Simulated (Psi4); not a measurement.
**CH8Si2 (SMILES [SiH3]C[SiH3]): TPSS/def2-SVP**

What is the energy change on altering one bond length of CH8Si2 at TPSS/def2-SVP? 

The calculation is run with Psi4 1.11.

## Step 1: Starting point

CH8Si2 has 11 atoms, charge 0, and is taken as a singlet. SMILES: `[SiH3]C[SiH3]`. Geometry: relaxed at PBE0-D4/def2-TZVP.

Bond lengths: Si1–C2 1.872 Å, C2–Si3 1.872 Å, Si1–H4 1.488 Å, Si1–H5 1.487 Å, Si1–H6 1.487 Å, C2–H7 1.095 Å, C2–H8 1.095 Å, Si3–H9 1.487 Å, Si3–H10 1.487 Å, Si3–H11 1.488 Å. Some angles: Si1–C2–Si3 114.4°, Si1–C2–H7 108.8°, Si1–C2–H8 108.8°, Si3–C2–H7 108.8°, Si3–C2–H8 108.8°, C2–Si1–H4 111.1°, C2–Si1–H5 110.2°, C2–Si1–H6 110.2°, C2–Si3–H9 110.2°, C2–Si3–H10 110.2°.

## Step 2: Energy and gradient at TPSS/def2-SVP

ch8si2.json reads:

```json
{
  "schema_name": "qcschema_input",
  "schema_version": 1,
  "molecule": {
    "schema_name": "qcschema_molecule",
    "schema_version": 2,
    "symbols": ["Si", "C", "Si", "H", "H", "H", "H", "H", "H", "H", "H"],
    "geometry": [-2.19015478, 1.95533742, -0.65131301, -0.54110418, -1.1743514, -0.69086497, 2.52312453, -1.23274394, 1.0763691, -4.60299489, 1.84588448, -2.09096306, -0.55465351, 3.92858944, -1.8057467, -2.7661622, 2.71517739, 1.99294297, -1.8029877, -2.6033245, 0.11476307, -0.18791437, -1.71743979, -2.65652029, 2.09882432, -0.57517594, 3.77616413, 4.3124684, 0.63630858, -0.02192082, 3.71153549, -3.77828062, 0.95707069],
    "molecular_charge": 0,
    "molecular_multiplicity": 1,
    "fix_symmetry": "c1",
    "fix_com": true,
    "fix_orientation": true
  },
  "driver": "gradient",
  "model": {
    "method": "tpss",
    "basis": "def2-SVP"
  },
  "keywords": {
    "reference": "rks",
    "puream": true,
    "e_convergence": 1e-09,
    "d_convergence": 1e-08,
    "scf_type": "pk",
    "dft_radial_points": 99,
    "dft_spherical_points": 590,
    "scf_properties": ["DIPOLE", "MAYER_INDICES", "WIBERG_LOWDIN_INDICES"]
  }
}
```

Started as:

```
psi4 --qcschema ch8si2.json -n 1 --memory 2200MB
```

stdout:

```text
[...]
  Running in c1 symmetry.
[...]
  Nuclear repulsion =  151.529950718332515
[...]
  Multiplicity = 1
[...]
  Nalpha       = 21
  Nbeta        = 21
[...]
    Number of basis functions: 90
[...]
   @RKS iter   1:  -621.45868982791387   -2.13739e-01   7.98594e-03 DIIS/ADIIS
[...]
   @RKS iter  10:  -621.75297525590008   -6.48015e-12   3.61163e-09 DIIS
[...]
    Orbital Energies [Eh]
    ---------------------
    Doubly Occupied:
       1A    -65.667741     2A    -65.667708     3A     -9.995036
       4A     -5.114034     5A     -5.114005     6A     -3.492357
       7A     -3.492324     8A     -3.492180     9A     -3.492178
      10A     -3.492172    11A     -3.492168    12A     -0.655571
      13A     -0.490656    14A     -0.473134    15A     -0.396197
      16A     -0.349251    17A     -0.319101    18A     -0.310872
      19A     -0.308218    20A     -0.296163    21A     -0.282890
[...]
  @RKS Final Energy:  -621.75297525590008
   => Energetics <=
    Nuclear Repulsion Energy =            151.5299507183325147
    One-Electron Energy =               -1159.4623304693172940
    Two-Electron Energy =                 436.4857711378106728
    DFT Exchange-Correlation Energy =     -50.3063666427260685
    Empirical Dispersion Energy =           0.0000000000000000
    VV10 Nonlocal Energy =                  0.0000000000000000
    Total Energy =                       -621.7529752559000826
[...]
 Multipole Moments:
 ------------------------------------------------------------------------------------
     Multipole            Electronic (a.u.)      Nuclear  (a.u.)        Total (a.u.)
 ------------------------------------------------------------------------------------
 L = 1.  Multiply by 2.5417464519 to convert [e a0] to [Debye]
 Dipole X            :         -1.7477669            1.6230670           -0.1246999
 Dipole Y            :         -3.7926021            3.5219394           -0.2706627
 Dipole Z            :         -2.2305830            2.0713854           -0.1591976
 Magnitude           :                                                    0.3378642
[...]
  -Total Gradient:
     Atom            X                  Y                   Z
    ------   -----------------  -----------------  -----------------
       1        0.003670084221    -0.005065240932     0.000521822054
       2       -0.000909328859    -0.001958793976    -0.001143407637
       3       -0.005482287831     0.001124181955    -0.002834289518
       4        0.001716645943    -0.000148420995     0.000953338249
       5       -0.000890606060    -0.001500255285     0.000763385526
       6        0.000535113532    -0.000721138389    -0.001682733680
       7        0.004968455642     0.005757689437    -0.002930093091
       8       -0.001225339196     0.002356815826     0.007691680613
       9        0.000024535146    -0.000375334068    -0.001866880150
      10       -0.001397379767    -0.001155646510     0.000576548537
      11       -0.001006112850     0.001694318511    -0.000044592017
[...]
```

It took 56 s on 1 thread of Intel Xeon Platinum 8488C (Sapphire Rapids), shared host; peak memory 1.4 GiB.

## Step 3: The distorted shape: the energy at TPSS/def2-SVP

input.inp reads:

```
memory 2200 mb

molecule {
  Si    -0.793215     0.552222    -2.023762
  C      0.079425    -1.103938    -2.044692
  Si     1.700945    -1.134838    -1.109512
  H     -2.070035     0.494302    -2.785592
  H      0.072255     1.596422    -2.634662
  H     -1.463790     1.436810     1.054620
  H     -0.588335    -1.860118    -1.618372
  H      0.266325    -1.391328    -3.084872
  H      1.476415    -0.786868     0.319158
  H      2.647825    -0.145778    -1.690702
  H      2.329825    -2.481878    -1.172642
  symmetry c1
  no_reorient
  no_com
}

set puream true
set e_convergence 1e-09
set d_convergence 1e-08
set scf_type pk
set dft_radial_points 99
set dft_spherical_points 590

result, w = energy("tpss/def2-SVP", return_wfn=True)
oeprop(w, "LOWDIN_CHARGES", "DIPOLE", "QUADRUPOLE", title="TPSS")
```

Started as:

```
psi4 -i input.inp -o input.out -n 1
```

input.out:

```text
[...]
  Running in c1 symmetry.
[...]
  Nuclear repulsion =  147.566941779964083
[...]
  Multiplicity = 1
[...]
  Nalpha       = 21
  Nbeta        = 21
[...]
    Number of basis functions: 90
[...]
   @RKS iter   1:  -621.19767430900515   -1.21169e-01   8.65400e-03 DIIS/ADIIS
[...]
   @RKS iter  15:  -621.59409573438006   -4.26326e-11   5.03064e-09 DIIS
[...]
    Orbital Energies [Eh]
    ---------------------
    Doubly Occupied:
       1A    -65.719713     2A    -65.676834     3A    -10.016717
       4A     -5.161449     5A     -5.123325     6A     -3.542986
       7A     -3.538462     8A     -3.538303     9A     -3.501897
      10A     -3.501414    11A     -3.501243    12A     -0.674846
      13A     -0.500353    14A     -0.481168    15A     -0.412152
      16A     -0.367962    17A     -0.336955    18A     -0.316991
      19A     -0.313201    20A     -0.301089    21A     -0.208502
[...]
  @RKS Final Energy:  -621.59409573438006
   => Energetics <=
    Nuclear Repulsion Energy =            147.5669417799640826
    One-Electron Energy =               -1150.6570343428770684
    Two-Electron Energy =                 431.6230271113649906
    DFT Exchange-Correlation Energy =     -50.1270302828320169
    Empirical Dispersion Energy =           0.0000000000000000
    VV10 Nonlocal Energy =                  0.0000000000000000
    Total Energy =                       -621.5940957343800619
[...]
 Multipole Moments:
 ------------------------------------------------------------------------------------
     Multipole            Electronic (a.u.)      Nuclear  (a.u.)        Total (a.u.)
 ------------------------------------------------------------------------------------
 L = 1.  Multiply by 2.5417464519 to convert [e a0] to [Debye]
 Dipole X            :        -29.7680565           29.9620896            0.1940331
 Dipole Y            :         33.2057258          -33.8614128           -0.6556870
 Dipole Z            :        126.9433343         -128.0233741           -1.0800398
 Magnitude           :                                                    1.2783037
 L = 2.  Multiply by 1.3450342976 to convert [e a0^2] to [Debye ang]
 Quadrupole XX       :       -283.0952828          252.9041751          -30.1911077
 Quadrupole XY       :        156.1538995         -154.6270519            1.5268476
[...]
```

Wall time 78 s (1 thread of Intel Xeon Platinum 8488C (Sapphire Rapids), shared host); peak memory 1.4 GiB.

## Step 4: Outcome

Level: TPSS/def2-SVP.

| quantity | value |
| --- | --- |
| first shape: total energy | -621.75298 Eh |
| first shape: dipole moment | 0.86 D |
| first shape: HOMO energy | -7.70 eV |
| first shape: LUMO energy | 0.16 eV |
| first shape: HOMO–LUMO gap | 7.85 eV |
| first shape: largest force on an atom | 0.419 eV/Å |
| distorted shape: total energy | -621.59410 Eh |
| distorted shape: dipole moment | 3.25 D |
| distorted shape: HOMO energy | -5.67 eV |
| distorted shape: LUMO energy | -4.13 eV |
| distorted shape: HOMO–LUMO gap | 1.54 eV |
| energy change with the Si1–H6 bond stretched from 1.487 to 3.272 Å | 4.323 eV |

What this shows: One bond (distorted shape) is far stretched, which a spin-restricted single reference describes badly; a broken-symmetry solution may lie lower. With the Si1–H6 bond stretched from 1.487 to 3.272 Å the energy rises by 4.32 eV (100 kcal/mol). The first shape isn't relaxed at this level, so the change isn't measured from a minimum. A restricted reference can't describe the breaking bond well at this length. The largest force (first shape) is 0.42 eV/Å: the shape isn't a stationary point for this species at this level.
